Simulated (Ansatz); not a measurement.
Compare A (`CC/N=C\F`) with its isomer B (`NC1(F)CC1`).

Computed with Ansatz on PBE0-D4/def2-TZVP structures; ΔE is electronic, products minus reactants. CBS: MP2 limit from def2 TZ/QZ plus the TZ coupled-cluster correction, frozen cores. DFT in def2-TZVPP. B3LYP here is the variant with VWN-RPA as its local correlation; programs differ in this. One conformer a species, not always the lowest.

Question: Which isomer does CCSD(T)/CBS put lower? Give the gap. (An estimate is asked.)

Answer: Ansatz gave: A, by 30.0 kJ/mol.

Question: Give E(B) − E(A) in kJ/mol with r2SCAN-D4, MP2/def2-TZVPP, CCSD/def2-TZVPP, B3LYP-D4, PBE-D4, CCSD(T)/def2-TZVPP, B3LYP. (Estimate.)

Answer: Computed: r2SCAN-D4 26.3, MP2/def2-TZVPP 25.2, CCSD/def2-TZVPP 30.7, B3LYP-D4 39.4, PBE-D4 28.1, CCSD(T)/def2-TZVPP 33.5, B3LYP 40.8. None reverses the order clearly.

Largest T1 diagnostic: 0.012.

In def2-TZVPP, CCSD(T) changes the Hartree–Fock value by −7.4 kJ/mol (the triples alone add +2.8 kJ/mol) and MP2 by −15.6 kJ/mol. From PBE to PBE0 (25 % exact exchange), in def2-TZVPP and without D4, E(B) − E(A) moves by −11.7 kJ/mol.
